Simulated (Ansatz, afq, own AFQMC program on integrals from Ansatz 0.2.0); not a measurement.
## N2H, quartet: AFQMC among the cluster methods

```xyz
3

N     0.0000   -0.0664    0.6675
N     0.0000    0.1287   -0.7624
H     0.0000   -0.8661    1.3181
```

Connectivity, by distances: NH–N.

Basis cc-pVDZ. Only valence electrons are correlated. Ansatz 0.2.0 and our own AFQMC program on the same integrals; the CISD trial comes from CCSD amplitudes, and released means the phaseless constraint is let go. Uncertainties: one standard error, sampling alone.

Determinant: UHF, the one that the program's search chose, which needn't be the lowest solution. The geometry is a point of a scan.

No full CI on the walks' own integrals is used here; CCSDT(Q) serves as the reference and is uncertain by about the last step of the cluster series.

Cautions: lower spins were not checked.

- T1 diagnostic: 0.0256
- weight of the determinant in the CISD state: 0.897
- ⟨S²⟩ of the determinant: 3.777
- size of the correlated space: 11 electrons in 31 orbitals

```csv
level,correlation energy (eV)
MP2,-6.2823
CCSD,-7.1827
CCSD(T),-7.3621
```

Q: Estimate where phaseless AFQMC with a CISD trial lies against CCSD(T) on the same integrals.

A: 4.1 ± 1.4 kJ/mol below CCSD(T).

Reference: CCSDT(Q), correlation energy -7.406 eV. The released energy is read at 2.40 1/Eh (meV from the phaseless value at times in 1/Eh: 0 ± 11 at 0.24, -10 ± 12 at 0.51, 2 ± 11 at 0.99, 4 ± 13 at 1.62, -33 ± 20 at 2.40).

| level | E − E(reference) (kJ/mol) | share of correlation (%) |
| --- | --- | --- |
| CCSD(T) | 4.3 | 99.40 |
| CCSDT | 1.5 | 99.79 |
| ph-AFQMC/CISD | 0.2 ± 1.4 | 99.97 |
| released AFQMC | -3.0 ± 1.9 | 100.42 |

A walk keeps the symmetry of its determinant, which the program's search chose and which needn't be the lowest solution, so a lower state of the same spin and another symmetry isn't excluded. Released energies are given only where the last usable release times agree within the noise; a slower fall can still hide under it.
